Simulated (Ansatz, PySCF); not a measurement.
Reaction: HF (fluorane, SMILES F) → F (doublet) + H (doublet) (the F-H bond breaks)
Each species at its own B3LYP-D3(BJ)/def2-TZVP minimum (Ansatz, a quantum-chemistry and plane-wave program).

Total energies in hartree (Ansatz). Radicals and triplets start from unrestricted determinants; spin-orbit coupling is neglected. Cores are frozen in correlated methods. No relativity. Where a partner has so few electrons that a lower coupled-cluster level is exact, that level stands in.

```csv
species,HF/cc-pVTZ,CCSD(T)/cc-pVTZ,HF/cc-pVQZ,CCSD(T)/cc-pVQZ,CCSD(T)/cc-pV5Z,CCSDT(Q)/cc-pV5Z
1: HF (SMILES F),-100.05760,-100.33830,-100.06726,-100.37310,-100.38511,-100.38535
2: F (doublet),-99.40552,-99.62036,-99.41377,-99.65026,-99.66063,-99.66090
3: H (doublet),-0.49981,-0.49981,-0.49995,-0.49995,-0.49999,-0.49999
```

Q: Work out the bond dissociation energy (enthalpy at 298 K, ideal-gas terms from PySCF's Hessians at B3LYP-D3(BJ)/def2-TZVP) in kJ/mol: take Hartree-Fock from cc-pVQZ, extrapolate the CCSD(T) correlation energy as X^-3 (X = 3, 4), and add CCSDT(Q) - CCSD(T) in cc-pV5Z. The further terms named in the bracket sum to -0.00787 hartree. 1 hartree = 2625.5 kJ/mol.

A: 
Species 1: correlation (64·(-0.30584) - 27·(-0.28070))/37 = -0.32419; step -0.00024; E1 = -100.06726 + (-0.32419) + (-0.00024) = -100.39169
Species 2: correlation (64·(-0.23649) - 27·(-0.21484))/37 = -0.25229; step -0.00027; E2 = -99.41377 + (-0.25229) + (-0.00027) = -99.66633
Species 3: correlation (64·(0.00000) - 27·(0.00000))/37 = 0.00000; step +0.00000; E3 = -0.49995 + (0.00000) + (+0.00000) = -0.49995
-1·E1 +1·E2 +1·E3 -0.00787 = 0.21754 hartree = 571.2 kJ/mol. From measured enthalpies of formation at 298 K: 136.3 kcal/mol (Active Thermochemical Tables 1.112 (ions: stationary electron), as tabulated in the package chemicals). The calculations leave out spin-orbit terms. The composite differs from it by +1.1 kJ/mol; core, relativistic and spin-orbit terms are not in it.
